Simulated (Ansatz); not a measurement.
Species: C4H5 (charge 0, doublet). It need not be the lowest isomer of its formula. 
Structure (B3LYP-D3(BJ)/def2-TZVP (Ansatz, an electronic-structure program) minimum search):
```
C
H 1 1.0800
C 1 1.4541 2 129.43
H 3 1.0820 1 125.05 2 3.66
C 3 1.4541 4 125.05 1 81.77
H 5 1.0800 3 129.43 4 -3.66
C 1 1.4962 2 126.14 3 -149.89
H 7 1.0852 1 117.05 2 6.32
H 7 1.0866 8 114.57 1 144.21
```
Charge 0, spin multiplicity 2.

Computed values are from Ansatz. Correlated levels leave the core frozen unless marked. UHF or UKS for open shells. Spin-orbit coupling is left out. No relativistic terms. Basis-set limits of correlation are two-point, X^-3; Hartree-Fock from the larger set. [CCSD(T)-MP2]/basis is that difference in the basis named.

The atomisation energy De is 3663.6 kJ/mol at RI-MP2/CBS(cc-pVTZ,cc-pVQZ)+[CCSD(T)-MP2]/cc-pVTZ and the total energy is -155.0605 Eh at RI-MP2/CBS(cc-pVTZ,cc-pVQZ)+[CCSD(T)-MP2]/cc-pVTZ. The dipole moment comes out as 1.76 D at wB97M-V/def2-TZVPD and the T1 diagnostic comes out as 0.013 at CCSD/cc-pVTZ.
